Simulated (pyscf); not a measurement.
## Atom transfer: F–SiH(F)–F (SMILES F[SiH](F)F) + H• (SMILES [H]) → F–SiH•–F (SMILES F[SiH]F) + HF (SMILES F)

Gas phase, doublet surface, charge 0. Bonds broken: Si2–F6. Bonds formed: H4–F6. Single points on ωB97X-D3(BJ)/def2-SVP structures (PySCF, gas phase). MP2 and CC: frozen core, UHF for open shells. ΔMP2 is the change of the MP2 total energy from the triple- to the quadruple-zeta basis.

Transition state (Å):

```xyz
6

F      0.0369     1.8378    -0.0434
Si     0.3739     0.2766    -0.2364
F      1.7151    -0.1165     0.5604
H     -0.9415    -0.7050     0.2650
H      0.6836     0.0965    -1.6834
F     -0.7885    -0.2330     1.3284
```

One imaginary mode, 951i cm⁻¹; descent along it reached the two sides named.

```json
[
 {"bond": "Si2–F6", "change": "breaks", "reactant side (Å)": "1.602", "saddle": "2.015", "product side": "2.7"},
 {"bond": "H4–F6", "change": "forms", "reactant side (Å)": "3.3", "saddle": "1.173", "product side": "0.924"}
]
```

Electronic energies relative to the separated reactants (eV):

| level | barrier | reaction energy | reverse barrier |
|---|---|---|---|
| ωB97X-D3(BJ)/def2-TZVP | 1.81 | +1.17 | 0.64 |
| PBE/def2-TZVP | 1.42 | +0.95 | 0.47 |
| r²SCAN/def2-TZVP | 1.56 | +1.08 | 0.48 |
| B3LYP-D3(BJ)/def2-TZVP | 1.66 | +1.01 | 0.66 |
| PBE0-D3(BJ)/def2-TZVP | 1.66 | +1.04 | 0.62 |
| M06-2X/def2-TZVP | 1.99 | +1.17 | 0.83 |
| ωB97M-D3(BJ)/def2-TZVP | 1.84 | +1.17 | 0.66 |
| HF/def2-TZVP | 2.81 | +1.37 | 1.44 |
| MP2/def2-QZVPP | 2.12 | +1.23 | 0.88 |
| CCSD/def2-TZVPP | 2.03 | +1.09 | 0.94 |
| CCSD(T)/def2-TZVPP | 1.95 | +1.10 | 0.85 |
| CCSD(T)/def2-TZVPP + ΔMP2(QZVPP) | 1.95 | +1.10 | 0.85 |

With CCSD(T)/def2-TZVPP + ΔMP2(QZVPP) energies and thermal terms (ideal gas, 1 atm, RRHO with modes under 100 cm⁻¹ raised to 100, one conformer, R ln 2 for rigid chiral ones), in eV:

```csv
T (K),ΔH‡,ΔG‡,ΔH,ΔG
298,1.97,2.24,+1.23,+1.07
600,1.95,2.52,+1.20,+0.91
900,1.93,2.81,+1.17,+0.77
1200,1.91,3.11,+1.12,+0.65
```

At the saddle there is also a short H–Si contact that neither side keeps. The same reactants have a lower exit, to F–Si•(F)–F + H₂ (barrier +0.37 eV at ωB97M-D3(BJ), against +1.84 eV here). One saddle was located; it need not be the lowest between these sides. The angle at the transferred F is 58°: a side-on saddle, likely not the lowest. The CCSD(T) − MP2 part came from Ansatz, without density fitting, on the same reference.
